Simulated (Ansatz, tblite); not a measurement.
# TeOCl2 (TeCl2O): one state, many levels

How do method and basis change the picture of TeOCl2 (TeCl2O) (singlet)?

The runs use Ansatz 0.2.0, Gaussian basis; as each input shows.

Plan: GFN1-xTB, GFN2-xTB, PBE-D4/def2-TZVP, r2SCAN-D4/def2-TZVP, B97M-V/def2-TZVP, BHLYP-D4/def2-TZVP, revPBE-D4/def2-TZVP, HSE06-D4/def2-TZVP, PBE-QIDH/def2-TZVP, r2SCANh-D4/def2-TZVP, CAM-B3LYP-D4/def2-TZVP, PBE-D4/def2-SVP, PBE0-D4/def2-SVP, PBE0-D4/def2-TZVPD, PBE-D4/def2-TZVPD, r2SCAN-D4/def2-TZVPD, CCSD(T)/def2-TZVPP, MP2/def2-TZVP, RPA/def2-TZVP.

1 further run of the same task is left out (set aside as unsound or not needed). Runs told in other sessions of the task aren't counted.

## (1) The relaxed structure

The geometry is that of the singlet, from an earlier relaxation (PBE-D4/def2-SVP).

4 atoms, charge 0, spin multiplicity 1.

Bond lengths: Te1–O2 1.828 Å, Te1–Cl3 2.422 Å, Te1–Cl4 2.422 Å. Angles: O2–Te1–Cl3 105.2°, O2–Te1–Cl4 105.2°, Cl3–Te1–Cl4 97.3°.

Geometry (Å):

```xyz
4
charge 0, multiplicity 1
Te    0.15640    0.00196    0.73059
O     1.84075   -0.03012    0.02080
Cl   -0.96870    1.83213   -0.38696
Cl   -1.02844   -1.80398   -0.36444
```

Te takes a core potential in the def2 sets. No spin-orbit coupling is included.

PBE0-D4/def2-TZVP was run before; its log isn't repeated, and its numbers join the tables.

## (2) GFN1-xTB

Tight binding, by tblite at 300 K electronic temperature and without a spin-polarisation term:

```python
tblite.interface.Calculator('GFN1-xTB', numbers, positions, charge=0, uhf=0).singlepoint()
```

Energy -461.7195 eV, HOMO -13.27 eV, LUMO -9.42 eV; 0.004 s.

## (3) GFN2-xTB

Tight binding, by tblite at 300 K electronic temperature and without a spin-polarisation term:

```python
tblite.interface.Calculator('GFN2-xTB', numbers, positions, charge=0, uhf=0).singlepoint()
```

Energy -443.5456 eV, HOMO -12.65 eV, LUMO -8.72 eV; 0.004 s.

## (4) PBE-D4/def2-TZVP

start.molden holds the orbitals of an earlier run on this state, given as this run's starting guess.

The input, in.yaml:

```yaml
crystal:
  periodic: [false, false, false]
  atoms:
    - {symbol: Te, position_ang: [0.156395, 0.001958, 0.730595]}
    - {symbol: O, position_ang: [1.840750, -0.030116, 0.020801]}
    - {symbol: Cl, position_ang: [-0.968704, 1.832134, -0.386957]}
    - {symbol: Cl, position_ang: [-1.028440, -1.803976, -0.364438]}
basis:
  gaussian: {orbitals: def2-TZVP, initial_orbitals: start.molden}
hamiltonian: {xc: pbe, dispersion: d4}
scf: {omitted_lower_state_checks: [starts]}
output: {forces: true, orbitals: {seedname: orbitals}}
```

Launch:

```bash
ansatz run in.yaml --threads 4 --pin off --events-out ev --progress --plain --max-ram 3916MiB
```

The runs that follow: r2SCAN-D4/def2-TZVP; B97M-V/def2-TZVP; BHLYP-D4/def2-TZVP; revPBE-D4/def2-TZVP; HSE06-D4/def2-TZVP; PBE-QIDH/def2-TZVP; r2SCANh-D4/def2-TZVP; CAM-B3LYP-D4/def2-TZVP; PBE-D4/def2-SVP; PBE0-D4/def2-SVP; PBE0-D4/def2-TZVPD; PBE-D4/def2-TZVPD; r2SCAN-D4/def2-TZVPD; CCSD(T)/def2-TZVPP; MP2/def2-TZVP; RPA/def2-TZVP.

**Question.** What will the summary of the whole plan be? Wanted: gap in def2-TZVP, named functionals, smallest and largest; correlation energy, CCSD(T)/def2-TZVPP; correlation energy, MP2/def2-TZVP; binding an atom, functionals in def2-TZVP; PBE0 total energy, smallest basis above largest.

As calculated:

| quantity | value |
| --- | --- |
| gap in def2-TZVP, named functionals, smallest and largest | 3.53 eV (PBE-D4), 7.75 eV (CAM-B3LYP-D4) |
| correlation energy, CCSD(T)/def2-TZVPP | -31.06 eV |
| correlation energy, MP2/def2-TZVP | -29.81 eV |
| binding an atom, functionals in def2-TZVP | 1.96 (BHLYP-D4) to 2.67 eV (PBE-D4) |
| PBE0 total energy, smallest basis above largest | 12.21 eV (def2-SVP, def2-TZVPD) |

What this shows: Orbital gaps of the named functionals in def2-TZVP span 3.53 eV (PBE-D4) to 7.75 eV (CAM-B3LYP-D4); exact exchange widens it. Notes on CCSD(T)/def2-TZVPP: large T1 diagnostic.
